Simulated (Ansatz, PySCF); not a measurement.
Dimer: NH3 (SMILES N) (first 4 atoms) with NH3 (SMILES N); geometry from S22 set.
(charge 0, multiplicity 1):
| atom | x (Å) | y (Å) | z (Å) |
|---|---|---|---|
| N | -1.5787 | -0.0466 | 0.0000 |
| H | -2.1586 | 0.1364 | -0.8096 |
| H | -2.1586 | 0.1364 | 0.8096 |
| H | -0.8495 | 0.6582 | 0.0000 |
| N | 1.5787 | 0.0466 | 0.0000 |
| H | 2.1586 | -0.1364 | -0.8096 |
| H | 0.8495 | -0.6582 | 0.0000 |
| H | 2.1586 | -0.1364 | 0.8096 |

Monomers are frozen at their geometry in the pair; levels with a basis set take the counterpoise correction.

Frozen-core correlation.

Programs: Ansatz (an electronic-structure program) with Gaussian orbitals; PySCF for the dispersion terms. 

Give the interaction energy at the level PBE0/def2-TZVPPD.

-11 kJ/mol
